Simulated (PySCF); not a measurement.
Species: C₄H₈ClF.
SMILES with atom numbers: `[CH3:1][CH2:2][CH2:3][C@@H:4]([F:5])[Cl:6]` (hydrogens: H7, H8, H9 on C1; H10, H11 on C2; H12, H13 on C3; H14 on C4)

A GFN2-xTB structure was refined with PBE0-D3(BJ)/def2-SVP geometry optimisation, gas phase (PySCF). Its GFN2-xTB values:

```tsv
coordinate	GFN2-xTB
C1–C2	1.523 Å
C1–H7	1.087 Å
C1–H8	1.087 Å
C2–C3	1.530 Å
C2–H10	1.091 Å
C2–H11	1.092 Å
C3–C4	1.516 Å
C3–H12	1.091 Å
C3–H13	1.092 Å
C4–F5	1.361 Å
C4–Cl6	1.788 Å
C4–H14	1.096 Å
C1–C2–C3	111.2°
C2–C3–C4	111.2°
C3–C4–F5	110.6°
C3–C4–Cl6	110.8°
F5–C4–Cl6	107.6°
C1–C2–C3–C4	180°
C2–C3–C4–F5	65°
```

How do these coordinates change at the PBE0-D3(BJ)/def2-SVP level?

```tsv
coordinate	PBE0-D3(BJ)/def2-SVP (Å or °)	change
C1–H8	1.102	+0.015
C1–H7	1.100	+0.013
C2–H11	1.104	+0.012
C3–H12	1.102	+0.011
C2–H10	1.102	+0.011
C3–H13	1.103	+0.011
C3–C4	1.507	-0.009
C2–C3	1.523	-0.007
C4–H14	1.102	+0.006
C4–F5	1.356	-0.005
C1–C2	1.520	-0.003
C4–Cl6	1.789	+0.001
C2–C3–C4	112.7	+1.5
C1–C2–C3	112.6	+1.4
F5–C4–Cl6	108.8	+1.2
C3–C4–F5	110.3	-0.3
C3–C4–Cl6	110.9	+0.1
C2–C3–C4–F5	61	-4
C1–C2–C3–C4	-179	+1
```

The energy falls by 0.038 eV over 8 energy and gradient evaluations, the largest force component goes from 0.0151 to 2.3e-04 Eh/bohr, and the atoms move by 0.034 Å rms after alignment. Among the bonds, C1–H8 and C1–H9 change most and about equally (+0.015 Å). Bonds longer at the end by more than 0.005 Å: 8 of 13; shorter: 3. Rotational constants go from 6143, 1297, 1127 to 6150, 1296, 1126 MHz.

The run used 128 basis functions and 49 SCF cycles in all. Time: 49 s of wall time. Hardware: Arm Neoverse V1, one thread, no GPU (shared host).

PBE0-D3(BJ)/def2-SVP frequencies: not computed here. One conformer, not necessarily the lowest.

The values belong to the conformer `[CH3:1][CH2:2][CH2:3][C@@H:4]([F:5])[Cl:6]`: C1–C2–C3–C4 -179°, C2–C3–C4–F5 61°.
